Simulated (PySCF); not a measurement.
An element was calculated at UHF (PySCF 2.14, non-relativistic, a triple-zeta basis, no spin-orbit coupling), in the ground configurations that NIST lists.

- electron affinity: -0.305 eV
- first ionisation energy: 8.036 eV
- second ionisation energy: 23.443 eV
- third ionisation energy: 37.815 eV
- polarisability of the atom: 22.2 bohr³

Problem. Which element is it?

Solution. Boron (B, Z = 5), in aug-cc-pVTZ with one added diffuse shell each of s, p, d, f type. NIST lists 8.298, 25.155, 37.931 eV for these ionisation energies.
